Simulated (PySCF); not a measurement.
Isomers of C4H9P, one conformer each. The calculation used core-valence-separated Tamm–Dancoff BHandHLYP/aug-pcX-1 (pcseg-1 on H, def2-SVPD on P) in PySCF, non-relativistic, gas phase, PBE0-D3(BJ)/def2-SVP geometry. BHandHLYP without relativity tends to put these K edges a few eV too low, so spacings mean more than positions.

P. `CCP1CC1`
Q. `C=CP(C)C`

Main lines, eV (oscillator strength):
1. C K: 282.5 (0.056), 282.6 (0.064), 285.7 (0.035), 285.8 (0.009), 285.9 (0.037)
2. C K: 285.0 (0.086), 285.7 (0.029), 285.8 (0.024), 286.0 (0.025), 286.1 (0.011)
Listed: the first five lines at most of each edge with a tenth or more of its strongest line's intensity; roots within 0.03 eV on the same or equivalent atoms are summed. Only the lowest roots were sought, and the top ones are left out.

Q: Which spectrum belongs to which isomer?

A: 1 = Q, 2 = P.
- P: first C line listed at 285.0 eV, hole on the sp3 carbon bound to phosphorus.
- Q: first C line listed at 282.5 eV, hole on the terminal =CH2 carbon (1s→π*).

Q: What are the ground-state energies of the isomers at BHandHLYP/aug-pcX-1 (pcseg-1 on H, def2-SVPD on P), relative to the lowest?

A: P 13.8, Q 0.0 kJ/mol (electronic energies on these geometries, no dispersion or zero-point terms).
